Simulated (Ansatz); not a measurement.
Name a neutral molecule of C, N, P and H with LUMO energy (PBE/def2-TZVPP) between -0.30 and 0.00 eV and HOMO–LUMO gap (PBE0/def2-TZVPP) between 6.60 and 6.90 eV (Ansatz, PBE0-D4/def2-TZVP geometry).

`CP(C)(C)=N` (-0.03 eV, 6.80 eV). Other molecules can fit too; these were computed, each in one conformer that needn't be the lowest.
